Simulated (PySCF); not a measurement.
SMILES C[CH2][AlH2], C2H7Al

Molfile (atoms numbered from 1):
```
C2H7Al
     RDKit          3D

 10  9  0  0  0  0  0  0  0  0999 V2000
   -1.1155   -0.0606    0.5458 C   0  0  0  0  0  0  0  0  0  0  0  0
   -0.2545    0.3219   -0.6756 C   0  0  0  0  0  0  0  0  0  0  0  0
    1.6205   -0.1695   -0.1800 Al  0  0  0  0  0  3  0  0  0  0  0  0
   -2.1708    0.1578    0.3835 H   0  0  0  0  0  0  0  0  0  0  0  0
   -0.7847    0.4838    1.4317 H   0  0  0  0  0  0  0  0  0  0  0  0
   -1.0148   -1.1251    0.7650 H   0  0  0  0  0  0  0  0  0  0  0  0
   -0.4010    1.3897   -0.8956 H   0  0  0  0  0  0  0  0  0  0  0  0
   -0.6422   -0.2014   -1.5623 H   0  0  0  0  0  0  0  0  0  0  0  0
    1.8771   -0.8280    1.2031 H   0  0  0  0  0  0  0  0  0  0  0  0
    2.8949    0.0360   -1.0381 H   0  0  0  0  0  0  0  0  0  0  0  0
  1  2  1  0
  2  3  1  0
  1  4  1  0
  1  5  1  0
  1  6  1  0
  2  7  1  0
  2  8  1  0
  3  9  1  0
  3 10  1  0
M  END
```

Computed with GIAO KT3/pcSseg-1 magnetisability, rotational g tensor and spin-rotation constants, non-relativistic, gas phase (PySCF 2.14.0). Geometry: GFN2-xTB.

(1) How diamagnetic is it, and how anisotropic?

(2) Split it along the inertial axes a, b, c into diamagnetic and paramagnetic parts about the centre of mass, with the quadrupole moment.

(3) And the rotational g tensor?

Results:

(1) Isotropic -612 × 10⁻³⁰ J/T², or -36.9 × 10⁻⁶ cm³/mol; principal values -657, -647, -534 × 10⁻³⁰ J/T², anisotropy 119 × 10⁻³⁰ J/T² (root of half the summed squared differences of the principal values). The susceptibility is in cgs units.

(2) 
```tsv
axis	χ (10⁻⁶ cm³/mol)	diamagnetic (10⁻⁶ cm³/mol)	paramagnetic (10⁻⁶ cm³/mol)	summed x² of all electrons (Å²)	quadrupole Θ (D Å)
a	-35.7	-120.8	85.1	64.4	-4.40
b	-36.0	-307.8	271.8	20.3	-2.79
c	-39.0	-359.1	320.1	8.2	+7.19
```
Anisotropies 2χaa − χbb − χcc = +3.6 and 2χbb − χaa − χcc = +2.7 × 10⁻⁶ cm³/mol. Θ is traceless in Buckingham's convention.

(3) 
| axis | rotational constant (GHz) | g | nuclear part | electronic part |
| --- | --- | --- | --- | --- |
| a | 23.5021 | -0.1507 | 0.7887 | -0.9394 |
| b | 5.1221 | -0.0344 | 0.6196 | -0.6540 |
| c | 4.4333 | -0.0357 | 0.6310 | -0.6667 |

Asymmetric top; isotopes 27Al, 12C, 1H; no vibrational averaging.
